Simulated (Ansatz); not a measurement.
# quartet CH5Si: levels of theory compared

Aim: a comparison of 6 runs (UB3LYP/6-31G*, UHSE06/aug-cc-pVDZ, USVWN5/aug-cc-pVDZ, RPA@PBE0/aug-cc-pVDZ, UMP2/aug-cc-pVDZ) of quartet CH5Si. 

The results are computed with Ansatz 0.2.0.

50 further runs of the same task are left out: 50 set aside as unsound or not needed.

## Step 1: The molecule

The species is CH5Si (7 atoms), meant as a quartet with charge 0. SMILES of the parent species: `C[SiH2]`. The coordinates come from a PBE0-D4/def2-TZVP relaxation. That shape belongs to the parent species and isn't relaxed for this state.

Bond lengths: C1–Si2 1.875 Å, C1–H3 1.094 Å, C1–H4 1.092 Å, C1–H5 1.092 Å, Si2–H6 1.491 Å, Si2–H7 1.490 Å. Angles: C1–Si2–H6 111.8°, C1–Si2–H7 111.8°, Si2–C1–H3 110.5°, Si2–C1–H4 110.8°, Si2–C1–H5 110.8°, H6–Si2–H7 109.5°, H3–C1–H4 108.1°, H3–C1–H5 108.2°, H4–C1–H5 108.3°.

## Step 2: The energy at UB3LYP/6-31G(d) (spherical functions) (run 1)

input.yaml

```yaml
crystal:
  periodic: [false, false, false]
  atoms:
    - {symbol: C, position_ang: [-0.122600, -0.803200, 0.095200]}
    - {symbol: Si, position_ang: [0.176200, 1.034800, 0.314000]}
    - {symbol: H, position_ang: [-0.204800, -1.054900, -0.966600]}
    - {symbol: H, position_ang: [0.699200, -1.383300, 0.519500]}
    - {symbol: H, position_ang: [-1.047100, -1.107700, 0.589500]}
    - {symbol: H, position_ang: [-0.951500, 1.846400, -0.225700]}
    - {symbol: H, position_ang: [1.450600, 1.468000, -0.326000]}
basis:
  gaussian: {orbitals: 6-31G_st_-spherical.json}
accuracy: high
magnetization: {spin_polarized: true, initial_magnetization: 3}
output: {orbitals: {seedname: orbitals}}
hamiltonian: {xc: {name: B3LYP}}
```

The basis set 6-31G* is read from a file made from the Basis Set Exchange's data (not shown).

The run is started by

```sh
$ ansatz run input.yaml --threads 1 --pin off --max-ram 3480MiB --events-out events.jsonl --progress --plain --runs-dir runs
```

Log:

```text
Warning: RAYON_NUM_THREADS=1 ignored (pool sized by the plan → 1); use --threads N
Functional definition: B3LYP
  name "B3LYP"
  parameter a0 = 0.2
  parameter ax = 0.72
  parameter ac = 0.81
  exchange = (1 - a0 - ax)*slater_x + ax*b88_x + a0*exact_x
  correlation = (1 - ac)*vwn_rpa_c + ac*lyp_c
958 factors; integrals over basis functions are off by at most 3.8e-9 eV
mean field evaluation 1: about -8979.9686 eV, gradient 3.3e1 eV
mean field evaluation 2: about -8965.1297 eV, gradient 5.4e1 eV
mean field evaluation 4: about -8984.5055 eV, gradient 1.5e1 eV
mean field evaluation 8: about -8986.4458 eV, gradient 8.0e-1 eV
mean field evaluation 16: about -8986.6074 eV, gradient 4.4e-3 eV
mean field evaluation 32: about -8986.6074 eV, gradient 1.5e-7 eV
mean field -8986.60740900 eV, -330.2517309393 hartree, gradient 4.0e-8 eV, S^2 3.752461; 5 other end points of the search recorded, 0 dependent functions left out
reference -8986.60744583 eV, -330.2517322929 hartree; 14, 11 occupied and 28, 31 virtual orbitals, 958 factors
Total energy: -8986.60744583 eV, -330.2517322929 hartree
```

Run time: 9.9 s. Hardware: 1 thread of Intel Xeon Platinum 8259CL at 2.50GHz (Skylake/Cascade Lake), shared host; peak memory 0.18 GiB.

## Step 3: The energy at UB3LYP/6-31G(d) (Cartesian functions) (run 2)

job.yaml

```yaml
crystal:
  periodic: [false, false, false]
  atoms:
    - {symbol: C, position_ang: [-0.122600, -0.803200, 0.095200]}
    - {symbol: Si, position_ang: [0.176200, 1.034800, 0.314000]}
    - {symbol: H, position_ang: [-0.204800, -1.054900, -0.966600]}
    - {symbol: H, position_ang: [0.699200, -1.383300, 0.519500]}
    - {symbol: H, position_ang: [-1.047100, -1.107700, 0.589500]}
    - {symbol: H, position_ang: [-0.951500, 1.846400, -0.225700]}
    - {symbol: H, position_ang: [1.450600, 1.468000, -0.326000]}
basis:
  gaussian:
    orbitals: "6-31G*"
magnetization:
  spin_polarized: true
  initial_magnetization: 3
output: {orbitals: {seedname: orbitals}}
hamiltonian:
  xc: {name: B3LYP}
accuracy: high
```

The run is started by

```sh
$ ansatz run job.yaml --threads 1 --pin off --max-ram 3480MiB --events-out events.jsonl --progress --plain --runs-dir runs
```

Log:

```text
Warning: RAYON_NUM_THREADS=1 ignored (pool sized by the plan → 1); use --threads N
Functional definition: B3LYP
  name "B3LYP"
  parameter a0 = 0.2
  parameter ax = 0.72
  parameter ac = 0.81
  exchange = (1 - a0 - ax)*slater_x + ax*b88_x + a0*exact_x
  correlation = (1 - ac)*vwn_rpa_c + ac*lyp_c
987 factors; integrals over basis functions are off by at most 3.6e-9 eV
mean field evaluation 1: about -8980.0415 eV, gradient 3.4e1 eV
mean field evaluation 2: about -8965.1366 eV, gradient 5.4e1 eV
mean field evaluation 4: about -8984.5928 eV, gradient 1.5e1 eV
mean field evaluation 8: about -8986.5375 eV, gradient 7.6e-1 eV
mean field evaluation 16: about -8986.6809 eV, gradient 3.8e-3 eV
mean field evaluation 32: about -8986.6809 eV, gradient 1.2e-7 eV
mean field -8986.68090102 eV, -330.2544317215 hartree, gradient 3.2e-8 eV, S^2 3.752498; 5 other end points of the search recorded, 0 dependent functions left out
reference -8986.68093787 eV, -330.2544330755 hartree; 14, 11 occupied and 30, 33 virtual orbitals, 987 factors
Total energy: -8986.68093787 eV, -330.2544330755 hartree
```

Run time: 9.9 s. Hardware: 1 thread of Intel Xeon Platinum 8259CL at 2.50GHz (Skylake/Cascade Lake), shared host; peak memory 0.19 GiB.

Run 3 isn't shown in full; the table further down has it.

## Step 4: A single-point energy at USVWN5/aug-cc-pVDZ (run 4)

run.yaml

```yaml
basis:
  gaussian:
    orbitals: aug-cc-pVDZ
crystal:
  periodic: [false, false, false]
  atoms:
    - symbol: C
      position_ang: [-0.122600, -0.803200, 0.095200]
    - symbol: Si
      position_ang: [0.176200, 1.034800, 0.314000]
    - symbol: H
      position_ang: [-0.204800, -1.054900, -0.966600]
    - symbol: H
      position_ang: [0.699200, -1.383300, 0.519500]
    - symbol: H
      position_ang: [-1.047100, -1.107700, 0.589500]
    - symbol: H
      position_ang: [-0.951500, 1.846400, -0.225700]
    - symbol: H
      position_ang: [1.450600, 1.468000, -0.326000]
magnetization:
  spin_polarized: true
  initial_magnetization: 3
hamiltonian:
  xc: {name: SVWN5}
accuracy: high
output: {orbitals: {seedname: orbitals}}
```

The run is started by

```sh
$ ansatz run run.yaml --threads 1 --pin off --max-ram 3480MiB --events-out events.jsonl --progress --plain --runs-dir runs
```

Log:

```text
Warning: RAYON_NUM_THREADS=1 ignored (pool sized by the plan → 1); use --threads N
Functional definition: SVWN5
  name "SVWN5"
  exchange = slater_x
  correlation = vwn5_c
1901 factors; integrals over basis functions are off by at most 3.9e-9 eV
mean field evaluation 1: about -8930.9519 eV, gradient 5.0e1 eV
mean field evaluation 2: about -8876.1059 eV, gradient 8.6e1 eV
mean field evaluation 4: about -8936.8478 eV, gradient 2.7e1 eV
mean field evaluation 8: about -8944.1472 eV, gradient 5.3e0 eV
mean field evaluation 16: about -8944.4234 eV, gradient 2.4e-1 eV
mean field evaluation 32: about -8943.0297 eV, gradient 4.1e0 eV
mean field evaluation 64: about -8944.4162 eV, gradient 2.7e-2 eV
mean field evaluation 96: about -8944.3530 eV, gradient 1.6e0 eV
mean field -8944.42816503 eV, -328.7016723138 hartree, gradient 1.9e-8 eV, S^2 3.751663; 8 other end points of the search recorded, 0 dependent functions left out
reference -8944.42816873 eV, -328.7016724495 hartree; 14, 11 occupied and 81, 84 virtual orbitals, 1901 factors
Total energy: -8944.42816873 eV, -328.7016724495 hartree
```

It took 21 s on 1 thread of Intel Xeon Platinum 8259CL at 2.50GHz (Skylake/Cascade Lake), shared host; peak memory 0.32 GiB.

Run 5 isn't shown in full; the table further down has it.

## Step 5: A single-point energy at UMP2/aug-cc-pVDZ (run 6)

Edit job.yaml of step 3 so:

```diff
@@ -1 +1,3 @@
+basis:
+  gaussian: {orbitals: aug-cc-pVDZ}
 crystal:
@@ -10,11 +12,4 @@
     - {symbol: H, position_ang: [1.450600, 1.468000, -0.326000]}
-basis:
-  gaussian:
-    orbitals: "6-31G*"
-magnetization:
-  spin_polarized: true
-  initial_magnetization: 3
-output: {orbitals: {seedname: orbitals}}
-hamiltonian:
-  xc: {name: B3LYP}
+magnetization: {spin_polarized: true, initial_magnetization: 3}
+correlation: {method: mp2, frozen_orbitals: {C: 1, H: 0, Si: 5}}
 accuracy: high
```

The run is started by

```sh
$ ansatz run job.yaml --threads 1 --pin off --max-ram 3480MiB --events-out events.jsonl --progress --plain --runs-dir runs
```

Log, shortened:

```text
Warning: RAYON_NUM_THREADS=1 ignored (pool sized by the plan → 1); use --threads N
Functional definition: HF
  name "HF"
[...]
1901 factors; integrals over basis functions are off by at most 3.9e-9 eV
[...]
mean field -8963.24908125 eV, -329.3933282274 hartree, gradient 2.2e-8 eV, S^2 3.760756; 11 other end points of the search recorded, 0 dependent functions left out
6 core orbitals not correlated: weight in the atoms' cores, before any rotation towards them, 1.000 or more for the frozen orbitals, at most 0.000 for the correlated occupied ones
reference -8963.24908125 eV, -329.3933282274 hartree; 8, 5 occupied and 81, 84 virtual orbitals, 1901 factors
second order -6.29045600 eV of doubles, -0.00000000 eV of singles
Total energy: -8969.53953725 eV, -329.6244982216 hartree
```

It took 20 s on 1 thread of Intel Xeon Platinum 8259CL at 2.50GHz (Skylake/Cascade Lake), shared host; peak memory 0.31 GiB.

## Step 6: Overview of the runs

| run | level | Cartesian functions | frozen core orbitals | energy (Eh) | HOMO energy (eV) | ⟨S²⟩ | wall time |
| --- | --- | --- | --- | --- | --- | --- | --- |
| 1 | UB3LYP/6-31G* (spherical functions) | no | – | -330.251732 | -1.14 | 3.752 | 9.9 s |
| 2 | UB3LYP/6-31G* (Cartesian functions) | yes | – | -330.254433 | -1.15 | 3.752 | 9.9 s |
| 3 | UHSE06/aug-cc-pVDZ | no | – | -330.087359 | -2.06 | 3.754 | 35 s |
| 4 | USVWN5/aug-cc-pVDZ | no | – | -328.701672 | -2.07 | 3.752 | 21 s |
| 5 | RPA@PBE0/aug-cc-pVDZ | no | 6 | -329.798085 | – | 3.754 | 44 s |
| 6 | UMP2/aug-cc-pVDZ | no | 6 | -329.624498 | – | 3.761 | 20 s |

## Step 7: Outcome

```
                                          quantity          value
                               run 6: total energy  -329.62450 Eh
run 6: correlation energy (6 core orbitals frozen)     -231.2 mEh
          run 6: ⟨S²⟩ of the reference determinant          3.761
```

**Reading.** Totals of different functionals can't be ranked against each other. All runs together took 2.3 min, the longest 44 s.
